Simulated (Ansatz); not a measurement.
**Ga2H2 (H-bridged), triplet: reading a ladder of total energies**

Geometry: that of the Ga2H2 (H-bridged), singlet, kept fixed. The singlet lies 1.3 eV lower here.

```yaml
atoms:
  - { symbol: Ga, position_ang: [0.0000, 0.0000, 1.5063] }
  - { symbol: Ga, position_ang: [0.0000, 0.0000, -1.5063] }
  - { symbol: H, position_ang: [0.0000, 1.0971, 0.0000] }
  - { symbol: H, position_ang: [0.0000, -1.0971, 0.0000] }
```

Basis cc-pVDZ; Ansatz 0.2.0. Correlated methods freeze the noble-gas cores and the filled d shells of p-block atoms, which leaves 8 electrons in 36 orbitals. R marks a restricted (for open shells ROHF) determinant, U an unrestricted one. No spin–orbit coupling is included, and no scalar relativity.

Full CI isn't at hand for all of this; UCCSDTQ serves as the reference, and is uncertain by about the last step of the cluster series.

The cluster runs stand on a determinant 0.17 eV above the lowest UHF solution, chosen by trial CCSD; the correlation energy below is counted from it.

Runs differ by some tens of microhartree through their thresholds and, for an open shell, their frozen cores, so steps under 0.03 kcal/mol mean nothing.

```
                                 level  total energy (hartree)
UHF determinant under the cluster runs            -3847.502843
                                  UMP2            -3847.624581
                                 UCCSD            -3847.654618
                              UCCSD(T)            -3847.662737
                                UCCSDT            -3847.664481
                             UCCSDT(Q)            -3847.665156
                               UCCSDTQ            -3847.665207
```

Q: What is the correlation energy at UCCSDTQ, and what share of it do UMP2 and UCCSD(T) recover?

A: E(corr) = -3847.665207 − (-3847.502843) = -0.162364 hartree = -4.418 eV. UMP2: -0.121738 / -0.162364 = 74.98 %. UCCSD(T): -0.159894 / -0.162364 = 98.48 %.

Q: By how many kcal/mol does UCCSD(T) miss UCCSDTQ (1 hartree = 627.509 kcal/mol), and which steps make up the rest?

A: -3847.662737 − (-3847.665207) = 0.002470 hartree = 1.55 kcal/mol. Steps: UCCSDT − UCCSD(T) = -1.09, UCCSDT(Q) − UCCSDT = -0.42, UCCSDTQ − UCCSDT(Q) = -0.03 kcal/mol. With more than one leading determinant such errors change with state and geometry, and needn't cancel in differences.
